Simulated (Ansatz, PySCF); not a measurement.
**Smallest direct gap on the k points sampled of cubic BN at several levels of theory**

No measured value is used here.

```json
[
 {"level (code)": "LDA (Ansatz)", "value (eV)": "8.69", "cell (Å³/atom)": "5.91"},
 {"level (code)": "PBE (Ansatz)", "value (eV)": "8.83", "cell (Å³/atom)": "5.91"},
 {"level (code)": "PBE-D3(BJ) (Ansatz)", "value (eV)": "?", "cell (Å³/atom)": "5.86"},
 {"level (code)": "r²SCAN+rVV10 (Ansatz)", "value (eV)": "9.59", "cell (Å³/atom)": "5.86"},
 {"level (code)": "LC-ωPBE (Ansatz)", "value (eV)": "16.32", "cell (Å³/atom)": "5.78"},
 {"level (code)": "Hartree–Fock (Ansatz)", "value (eV)": "?", "cell (Å³/atom)": "5.91"},
 {"level (code)": "G0W0@PBE (PySCF)", "value (eV)": "11.21 ± 0.06", "cell (Å³/atom)": "5.91"}
]
```

Problem. Complete the blanks.

Solution. 
- PBE-D3(BJ) (Ansatz, a quantum-chemistry and plane-wave program), value (eV): 8.86
- Hartree–Fock (Ansatz), value (eV): 19.40

At these levels the smallest gap is indirect and lower: LDA 4.36, PBE 4.47, PBE-D3(BJ) 4.48, r²SCAN+rVV10 4.96, LC-ωPBE 11.24, Hartree–Fock 13.72, G0W0@PBE 6.38 eV. Computed values are for a static lattice.  A ± on a computed value is a rough bar: the spread of its extrapolation, a floor set from checks against published values, or a statistical error. Values are at the measured cell; PBE-D3(BJ) at the level's own equilibrium cell; r²SCAN+rVV10 at the level's own relaxed cell; LC-ωPBE at the level's own relaxed cell. Cutoffs and k meshes differ between the levels. Ansatz's density-functional and Hartree–Fock values are scalar-relativistic unless marked +SOC, with PAW data made under PBE.
